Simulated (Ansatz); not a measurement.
Geometry optimisation, Ansatz 0.2.0, RKS B3LYP-D4/STO-3G.

Input file:

```yaml
crystal:
  periodic: [false, false, false]
  atoms:
    - { symbol: O, position_ang: [1.173, -1.5988, 0.6987] }
    - { symbol: C, position_ang: [-0.144, -0.9712, 0.4617] }
    - { symbol: F, position_ang: [-0.5942, -1.4808, -0.7347] }
    - { symbol: C, position_ang: [0.0751, 0.5201, 0.3909] }
    - { symbol: C, position_ang: [0.3166, 1.1915, -0.8404] }
    - { symbol: C, position_ang: [-0.8987, 1.3417, -0.3676] }
    - { symbol: H, position_ang: [1.3832, -1.8938, -0.1895] }
    - { symbol: H, position_ang: [-0.7944, -1.2611, 1.2436] }
    - { symbol: H, position_ang: [0.3924, 0.9478, 1.3539] }
    - { symbol: H, position_ang: [1.0417, 1.4201, -1.5427] }
    - { symbol: H, position_ang: [-1.8854, 1.7275, -0.4533] }
basis:
  gaussian: { orbitals: STO-3G }
hamiltonian:
  xc: b3lyp
  dispersion: d4
relax:
  f_tol: 0.02
  max_steps: 40
scf:
  lower_state_search: "off"
```

Run as:

```bash
$ ansatz run input.yaml --threads 1 --pin off --max-ram 2048MiB --backend cpu --events-out ev --progress --plain --runs-dir out
```

Task: Where does it end, and by what steps?

Result: The forces met the threshold. The force dipped under the threshold on the way, but the program's further checks kept it going. Limits of this set-up: minimal basis. After 13 steps the energy has fallen by 0.866 eV; H7 moved furthest, 0.53 Å.

```csv
step,energy less start (eV),largest force component (eV/Å),accepted
0,0.0000,4.305,yes
1,-0.7205,1.277,yes
2,-0.7826,0.729,yes
3,-0.7992,1.352,yes
4,-0.8124,0.713,yes
5,-0.8564,0.446,yes
6,-0.8627,0.266,yes
7,-0.8643,0.070,yes
8,-0.8646,0.009,yes
9,-0.8648,0.032,yes
10,-0.8652,0.050,yes
11,-0.8654,0.051,yes
12,-0.8656,0.035,yes
13,-0.8657,0.016,yes
```

```xyz
11
Properties=species:S:1:pos:R:3
O 1.088 -1.803 0.582
C -0.183 -1.080 0.490
F -0.902 -1.481 -0.656
C 0.015 0.489 0.455
C 0.367 1.185 -0.853
C -0.865 1.352 -0.440
H 1.608 -1.411 -0.215
H -0.744 -1.371 1.421
H 0.395 0.892 1.412
H 1.144 1.384 -1.594
H -1.857 1.787 -0.581
```

Whether the end is a true minimum wasn't checked by a vibrational analysis.

Time of the run: 65 s on 1 thread of Intel(R) Xeon(R) Processor @ 2.50GHz (Skylake/Cascade Lake), on a shared host, peak memory 0.13 GiB.
